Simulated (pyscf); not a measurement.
Structures and frequencies: ωB97X-D3(BJ)/def2-SVP in PySCF. Correlated levels are frozen-core, on RHF or UHF. ΔMP2 is the change of the MP2 total energy from the triple- to the quadruple-zeta basis.

Question: Estimate the classical barrier height and the reaction energy of SH• (SMILES [SH]) + CH₄ (SMILES C) → H₂S (SMILES S) + CH₃• (SMILES [CH3]) at CCSD(T)/def2-TZVPP + ΔMP2(QZVPP). The step runs on the doublet surface, breaks C–H and forms H–S; take the separated reactants as zero.

Answer: ΔE‡ = 20.4 kcal/mol, ΔE = +16.8 kcal/mol. Zero-point energy shifts the barrier by -3.0 kcal/mol. It is a hydrogen abstraction, with an imaginary mode of 590i cm⁻¹. One saddle was located; it need not be the lowest between these sides. The angle at the transferred H is 175°. The CCSD(T) − MP2 part came from Ansatz, without density fitting, on the same reference. Left out: the spin-orbit lowering of SH.
